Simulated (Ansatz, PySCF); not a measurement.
Dissociation curve of Na₂, singlet.

Computed with: UHF/cc-pVTZ (PySCF); RHF/cc-pVTZ (PySCF); UKS-wB97X-V = unrestricted wB97X-V/cc-pVTZ (PySCF); RKS-wB97X-V = PySCF with restricted wB97X-V/cc-pVTZ; UKS-BLYP = unrestricted BLYP/cc-pVTZ run with PySCF; RKS-BLYP = restricted BLYP/cc-pVTZ (PySCF); UKS-CAM-B3LYP = PySCF with unrestricted CAM-B3LYP/cc-pVTZ; RKS-CAM-B3LYP = restricted CAM-B3LYP/cc-pVTZ run with PySCF; UKS-PBE = unrestricted PBE/cc-pVTZ (Ansatz, an electronic-structure program); RKS-PBE = restricted PBE/cc-pVTZ (Ansatz); UKS-B3LYP/6-31G* = PySCF with unrestricted B3LYP/6-31G*, spherical d; RKS-B3LYP/6-31G* = restricted B3LYP/6-31G*, spherical d (PySCF 2.14.0); UKS-B3LYP/LANL2DZ = unrestricted B3LYP/LANL2DZ, with its core potentials past Ne run with PySCF 2.14.0; RKS-B3LYP/LANL2DZ = PySCF 2.14.0 with restricted B3LYP/LANL2DZ, with its core potentials past Ne; UKS-M06-2X/6-31G* = unrestricted M06-2X/6-31G*, spherical d (PySCF); RKS-M06-2X/6-31G* = restricted M06-2X/6-31G*, spherical d in PySCF 2.14.0; UKS-B3LYP/3-21G = unrestricted B3LYP/3-21G in PySCF; RKS-B3LYP/3-21G = PySCF with restricted B3LYP/3-21G.

Scanned distances (Å): 2.49, 2.66, 2.77, 2.90, 2.99, 3.10, 3.16, 3.26, 3.43, 3.56, 3.84, 4.17, 4.65, 5.06, 5.63, 6.20, 6.83, 7.55, 8.38, 9.35.

### Question
Where does the unrestricted solution first break spin symmetry (<S²> of 0.01 or more)?

### Answer
UHF: already at 2.49 Å; UKS-wB97X-V: between 3.84 and 4.17 Å; UKS-BLYP: between 4.65 and 5.06 Å; UKS-CAM-B3LYP: between 3.56 and 3.84 Å; UKS-PBE: between 3.84 and 4.17 Å; UKS-B3LYP/6-31G*: between 3.84 and 4.17 Å; UKS-B3LYP/LANL2DZ: between 3.56 and 3.84 Å; UKS-M06-2X/6-31G*: already at 2.49 Å; UKS-B3LYP/3-21G: between 4.17 and 4.65 Å.

| R / Å | <S²> UHF | E(RHF) − E(UHF) / kcal/mol | <S²> UKS-wB97X-V | E(RKS-wB97X-V) − E(UKS-wB97X-V) / kcal/mol | <S²> UKS-BLYP | E(RKS-BLYP) − E(UKS-BLYP) / kcal/mol | <S²> UKS-CAM-B3LYP | E(RKS-CAM-B3LYP) − E(UKS-CAM-B3LYP) / kcal/mol | <S²> UKS-PBE | E(RKS-PBE) − E(UKS-PBE) / kcal/mol | <S²> UKS-B3LYP/6-31G* | E(RKS-B3LYP/6-31G*) − E(UKS-B3LYP/6-31G*) / kcal/mol | <S²> UKS-B3LYP/LANL2DZ | E(RKS-B3LYP/LANL2DZ) − E(UKS-B3LYP/LANL2DZ) / kcal/mol | <S²> UKS-M06-2X/6-31G* | E(RKS-M06-2X/6-31G*) − E(UKS-M06-2X/6-31G*) / kcal/mol | <S²> UKS-B3LYP/3-21G | E(RKS-B3LYP/3-21G) − E(UKS-B3LYP/3-21G) / kcal/mol |
|---|---|---|---|---|---|---|---|---|---|---|---|---|---|---|---|---|---|---|
| 2.49 | 0.16 | 0.2 | 0.00 | 0.0 | 0.00 | 0.0 | 0.00 | 0.0 | 0.00 | 0.0 | 0.00 | 0.0 | 0.00 | 0.0 | 0.01 | 0.0 | 0.00 | 0.0 |
| 2.66 | 0.22 | 0.3 | 0.00 | 0.0 | 0.00 | 0.0 | 0.00 | 0.0 | 0.00 | 0.0 | 0.00 | 0.0 | 0.00 | 0.0 | 0.05 | 0.0 | 0.00 | 0.0 |
| 2.77 | 0.27 | 0.5 | 0.00 | 0.0 | 0.00 | 0.0 | 0.00 | 0.0 | 0.00 | 0.0 | 0.00 | 0.0 | 0.00 | 0.0 | 0.07 | 0.1 | 0.00 | 0.0 |
| 2.90 | 0.33 | 0.8 | 0.00 | 0.0 | 0.00 | 0.0 | 0.00 | 0.0 | 0.00 | 0.0 | 0.00 | 0.0 | 0.00 | 0.0 | 0.09 | 0.2 | 0.00 | 0.0 |
| 2.99 | 0.37 | 1.0 | 0.00 | 0.0 | 0.00 | 0.0 | 0.00 | 0.0 | 0.00 | 0.0 | 0.00 | 0.0 | 0.00 | 0.0 | 0.11 | 0.3 | 0.00 | 0.0 |
| 3.10 | 0.42 | 1.4 | 0.00 | 0.0 | 0.00 | 0.0 | 0.00 | 0.0 | 0.00 | 0.0 | 0.00 | 0.0 | 0.00 | 0.0 | 0.14 | 0.5 | 0.00 | 0.0 |
| 3.16 | 0.45 | 1.6 | 0.00 | 0.0 | 0.00 | 0.0 | 0.00 | 0.0 | 0.00 | 0.0 | 0.00 | 0.0 | 0.00 | 0.0 | 0.15 | 0.6 | 0.00 | 0.0 |
| 3.26 | 0.49 | 2.1 | 0.00 | 0.0 | 0.00 | 0.0 | 0.00 | 0.0 | 0.00 | 0.0 | 0.00 | 0.0 | 0.00 | 0.0 | 0.18 | 0.8 | 0.00 | 0.0 |
| 3.43 | 0.57 | 3.0 | 0.00 | 0.0 | 0.00 | 0.0 | 0.00 | 0.0 | 0.00 | 0.0 | 0.00 | 0.0 | 0.00 | 0.0 | 0.22 | 1.1 | 0.00 | 0.0 |
| 3.56 | 0.62 | 3.8 | 0.00 | 0.0 | 0.00 | 0.0 | 0.00 | 0.0 | 0.00 | 0.0 | 0.00 | 0.0 | 0.00 | 0.0 | 0.25 | 1.4 | 0.00 | 0.0 |
| 3.84 | 0.72 | 5.9 | 0.00 | 0.0 | 0.00 | 0.0 | 0.19 | 0.1 | 0.00 | 0.0 | 0.00 | 0.0 | 0.03 | 0.0 | 0.31 | 2.3 | 0.00 | 0.0 |
| 4.17 | 0.81 | 8.8 | 0.39 | 0.3 | 0.00 | 0.0 | 0.47 | 1.2 | 0.08 | 0.0 | 0.05 | 0.0 | 0.34 | 0.4 | 0.38 | 3.5 | 0.00 | 0.0 |
| 4.65 | 0.89 | 13.4 | 0.76 | 3.4 | 0.00 | 0.0 | 0.73 | 3.9 | 0.39 | 0.6 | 0.51 | 0.9 | 0.64 | 1.9 | 0.47 | 5.5 | 0.42 | 0.5 |
| 5.06 | 0.94 | 17.5 | 0.88 | 7.0 | 0.45 | 0.3 | 0.85 | 6.7 | 0.61 | 1.5 | 0.73 | 2.3 | 0.80 | 3.6 | 0.53 | 7.4 | 0.68 | 1.8 |
| 5.63 | 0.97 | 23.0 | 0.96 | 12.4 | 0.79 | 1.6 | 0.94 | 10.8 | 0.83 | 3.2 | 0.89 | 4.7 | 0.91 | 6.3 | 0.60 | 9.9 | 0.87 | 4.0 |
| 6.20 | 0.99 | 27.9 | 0.99 | 17.6 | 0.92 | 3.0 | 0.97 | 14.5 | 0.94 | 4.9 | 0.96 | 7.0 | 0.96 | 8.7 | 0.65 | 12.1 | 0.95 | 6.3 |
| 6.83 | 0.99 | 32.5 | 1.00 | 22.7 | 0.97 | 4.3 | 0.99 | 18.0 | 0.98 | 6.7 | 0.98 | 9.1 | 0.99 | 10.9 | 0.99 | 12.7 | 0.98 | 8.3 |
| 7.55 | 1.00 | 36.8 | 1.00 | 27.4 | 0.99 | 5.4 | 1.00 | 21.1 | 1.00 | 8.1 | 1.00 | 10.9 | 1.00 | 12.8 | 1.00 | 15.7 | 0.99 | 10.1 |
| 8.38 | 1.00 | 40.7 | 1.00 | 31.5 | 1.00 | 6.1 | 1.00 | 23.8 | 1.00 | 9.1 | 1.00 | 12.2 | 1.00 | 14.3 | 1.00 | 18.1 | 1.00 | 11.5 |
| 9.35 | 1.00 | 44.1 | 1.00 | 35.0 | 1.00 | 6.6 | 1.00 | 26.0 | 1.00 | 9.7 | 1.00 | 13.2 | 0.00 | — | 1.00 | 20.0 | 1.00 | 12.5 |

Dashes: no converged value, or the column stops at the first point that the program doubted or that broke a chosen test of continuity, which isn't proof of a fault.
